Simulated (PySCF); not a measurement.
Species: C3H4ClFO.
SMILES with atom numbers: `[CH3:1][C@H:2]([F:3])[C:4](=[O:5])[Cl:6]` (hydrogens: H7, H8, H9 on C1; H10 on C2)

Computed with core-valence-separated Tamm–Dancoff BHandHLYP/aug-pcX-1 (pcseg-1 on H, def2-SVPD on Cl) in PySCF, non-relativistic, gas phase, PBE0-D3(BJ)/def2-SVP geometry.

Computed carbon K-edge spectrum, Gaussian lines of 0.6 eV full width, highest printed point 100; it ends one width below the last computed root. Absolute energies from this functional tend to lie a few eV below measured edges; no shift was applied.

| photon energy (eV) | absorption |
| --- | --- |
| 283.7 | 1 |
| 283.8 | 2 |
| 283.9 | 5 |
| 284.0 | 11 |
| 284.1 | 22 |
| 284.2 | 37 |
| 284.3 | 55 |
| 284.4 | 68 |
| 284.5 | 74 |
| 284.6 | 68 |
| 284.7 | 54 |
| 284.8 | 37 |
| 284.9 | 22 |
| 285.0 | 13 |
| 285.1 | 8 |
| 285.2 | 7 |
| 285.3 | 7 |
| 285.4 | 7 |
| 285.5 | 7 |
| 285.6 | 8 |
| 285.7 | 9 |
| 285.8 | 12 |
| 285.9 | 14 |
| 286.0 | 16 |
| 286.1 | 16 |
| 286.2 | 17 |
| 286.3 | 20 |
| 286.4 | 25 |
| 286.5 | 34 |
| 286.6 | 43 |
| 286.7 | 50 |
| 286.8 | 54 |
| 286.9 | 54 |
| 287.0 | 53 |
| 287.1 | 55 |
| 287.2 | 63 |
| 287.3 | 75 |
| 287.4 | 89 |
| 287.5 | 99 |
| 287.6 | 100 |
| 287.7 | 91 |
| 287.8 | 74 |
| 287.9 | 54 |
| 288.0 | 36 |
| 288.1 | 24 |
| 288.2 | 19 |
| 288.3 | 21 |
| 288.4 | 27 |
| 288.5 | 35 |

Task: Assign the maxima to core holes.

Result: 3 maxima:
- 284.5 eV: C4 (acyl halide carbon), 284.50 eV, f = 0.083, 1s→π*, 100 % of the height at the exact maximum
- 286.9 eV: C1 (methyl carbon), 286.87 eV, f = 0.032, 53 % of the height at the exact maximum; C1 (methyl carbon), 286.65 eV, f = 0.028, 32 % of the height at the exact maximum
- 287.6 eV: C4 (acyl halide carbon), 287.49 eV, f = 0.060, 51 % of the height at the exact maximum; C2 (sp3 C–F carbon), 287.70 eV, f = 0.055, 42 % of the height at the exact maximum

Further lines of some strength in the range: C1, 285.35 eV, f = 0.007; C1, 286.01 eV, f = 0.016; C2, 287.20 eV, f = 0.008.

Roots within 0.03 eV on the same or equivalent atoms count as one line; shares under 12 % aren't listed.

Vibrational structure and lifetime widths aren't in the curve. The ionisation threshold wasn't computed; near and above it a finite basis only mimics Rydberg series and continuum.

The run took 16 s of wall time on one thread of an Intel Xeon Platinum 8375C at 2.90 GHz, no GPU, shared host with 128 logical CPUs at a one-minute load of 15, and the process peaked at 0.81 GiB of memory.

Shape of the structure used: `[CH3:1][C@H:2]([F:3])[C:4](=[O:5])[Cl:6]`: C1–C2–C4–O5 110°.

One conformer stands for the species.
